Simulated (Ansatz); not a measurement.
The first iterations of a band of AlH3 (4 atoms, charge 0, multiplicity 1).

The calculation used RKS PBE0-D4/cc-pVDZ (Ansatz 0.2.0).

```yaml
movable_images: 7
climbing_image: yes
spring: 5.0 eV/Å²
optimiser: quadratic models (default)
start_path: through a guess of the saddle point
force_threshold: 0.05 eV/Å
iteration_limit: 60
end_points: relaxed
```

Image 0:

```xyz
4
Properties=species:S:1:pos:R:3
Al 0.392 0.000 0.226
H 0.393 0.000 1.822
H 1.774 0.000 -0.571
H -0.990 0.000 -0.571
```

Image 8:

```xyz
4
Properties=species:S:1:pos:R:3
Al -0.937 0.006 0.664
H 1.494 -0.002 0.977
H 1.440 -0.002 0.203
H -0.427 -0.002 -0.937
```

| iteration | highest image above the first end (eV) | largest band force component (eV/Å) |
| --- | --- | --- |
| 1 | 4.419 | 8.648 |
| 2 | 3.207 | 3.943 |
| 3 | 2.861 | 2.582 |

Problem. Does the band converge within its limit, and where does its top end?

Solution. It converged. It ended after 9 iterations with the highest image 2.675 eV above the first end. A vibrational analysis at the climbing image gives one clearly imaginary mode, 1216i cm⁻¹: a first-order saddle point. The orbitals stay closed-shell, which can raise the energy where a bond breaks towards radicals; this wasn't checked here.

Time of the run: 18 s on 1 thread of Intel(R) Xeon(R) 6975P-C (Granite Rapids), with other jobs on the host, peak memory 0.095 GiB.
